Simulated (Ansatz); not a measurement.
The first iterations of a band of CH4BCl + H2 (9 atoms, charge 0, multiplicity 1).

Method: RKS PBE0-D4/cc-pVDZ (Ansatz 0.2.0).

| Item | Value |
| --- | --- |
| movable images | 7 |
| climbing image | yes |
| spring | 5.0 eV/Å² |
| optimiser | quadratic models (default) |
| start path | through a guess of the saddle point |
| force threshold | 0.05 eV/Å |
| iteration limit | 60 |
| end points | relaxed |

Initial state:

```xyz
9
Properties=species:S:1:pos:R:3
B -0.215 0.493 0.224
Cl -0.339 0.643 1.978
H 0.887 0.658 -0.236
C -1.461 0.199 -0.653
H -2.380 -0.026 -0.094
H -1.645 1.086 -1.289
H -1.244 -0.620 -1.360
H 0.534 -2.707 0.214
H 0.506 -2.396 0.910
```

Final state:

```xyz
9
Properties=species:S:1:pos:R:3
B -0.027 -0.452 -0.453
Cl -0.078 -0.205 2.294
H 0.949 0.260 -0.526
C -1.446 0.092 -0.805
H -2.281 -0.485 -0.380
H -1.593 1.165 -0.613
H -1.516 -0.036 -1.907
H 0.152 -1.644 -0.306
H 0.482 -1.366 2.391
```

| iteration | highest image above the first end (eV) | largest band force component (eV/Å) |
| --- | --- | --- |
| 1 | 2.359 | 5.565 |
| 2 | 1.416 | 1.718 |
| 3 | 1.105 | 1.908 |
| 4 | 1.132 | 1.422 |

Q: Does the band converge within its limit, and where does its top end?

A: It converged. It ended after 12 iterations with the highest image 1.024 eV above the first end. A vibrational analysis at the climbing image gives one clearly imaginary mode, 566i cm⁻¹: a first-order saddle point. The orbitals stay closed-shell, which can raise the energy where a bond breaks towards radicals; this wasn't checked here.

Time of the run: 4 min on 1 thread of Arm Neoverse V1, with other jobs on the host, peak memory 0.14 GiB.
